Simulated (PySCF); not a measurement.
## Sound and unsound settings

Molecule: `FC(C(=C)[S-])F`, [C₃H₃F₂S]-; geometry GFN2-xTB.

Molfile (atoms numbered from 1):
```
C3H3F2S
     RDKit          3D

  9  8  0  0  0  0  0  0  0  0999 V2000
   -1.3579   -0.0920   -0.3058 C   0  0  0  0  0  0  0  0  0  0  0  0
   -0.2421    0.5383    0.0989 C   0  0  0  0  0  0  0  0  0  0  0  0
   -0.0948    2.1667    0.5862 S   0  0  0  0  0  0  0  0  0  0  0  0
    1.0495   -0.2243    0.1485 C   0  0  0  0  0  0  0  0  0  0  0  0
    1.4165   -0.7468   -1.0710 F   0  0  0  0  0  0  0  0  0  0  0  0
    0.9980   -1.3284    0.9686 F   0  0  0  0  0  0  0  0  0  0  0  0
   -1.3396   -1.1327   -0.5909 H   0  0  0  0  0  0  0  0  0  0  0  0
   -2.2997    0.4253   -0.3577 H   0  0  0  0  0  0  0  0  0  0  0  0
    1.8836    0.3999    0.4979 H   0  0  0  0  0  0  0  0  0  0  0  0
  1  2  2  0
  2  3  1  0
  2  4  1  0
  4  5  1  0
  4  6  1  0
  1  7  1  0
  1  8  1  0
  4  9  1  0
M  CHG  1   3  -1
M  END
```

All runs: PySCF, non-relativistic, gas phase unless a solvent (IEF-PCM) is named; grid level 2, GIAOs and SCF threshold 1e-9 unless changed. The yardstick, PBE0/pcSseg-1, gives these isotropic shieldings σ (ppm, equivalent atoms averaged): C2 14.0, C4 54.5, C1 92.6, S3 418.9, H9 25.35, H8 26.94, H7 26.97.

Q: What do these inputs give? (1) CAM-B3LYP/def2-SVPD; aux def2-universal-jkfit; conv 1e-11; (2) PBE0/pcseg-1; level_shift 0.9; max_cycle 90; (3) PW91/6-31++G**; grid level 4; conv 1e-07

A: 
| run | outcome | functions | wall time | C2 | C4 | C1 | S3 | H9 | H8 | H7 |
| --- | --- | --- | --- | --- | --- | --- | --- | --- | --- | --- |
| 1 | converged | 157 | 42 s | 24.4 | 67.2 | 103.8 | 516.7 | 25.09 | 26.79 | 27.26 |
| 2 | converged | 103 | 38 s | 23.2 | 63.0 | 99.6 | 448.8 | 25.47 | 26.97 | 27.10 |
| 3 | converged | 130 | 74 s | 35.7 | 64.2 | 111.1 | 428.9 | 24.57 | 26.55 | 26.90 |

Times are on shared hosts with different chips, so compare them loosely.

Q: Comment on the technical settings.

A: 
- Run 1: The functional and orbital basis differ from the yardstick's, which in itself moves the values. The other auxiliary basis adds little: it changes only the density-fitting error.
- Run 2: The orbital basis differs from the yardstick's, which in itself moves the values. The level shift, cycle limit change the path of the SCF (43 cycles), not the solution, provided the same state is reached.
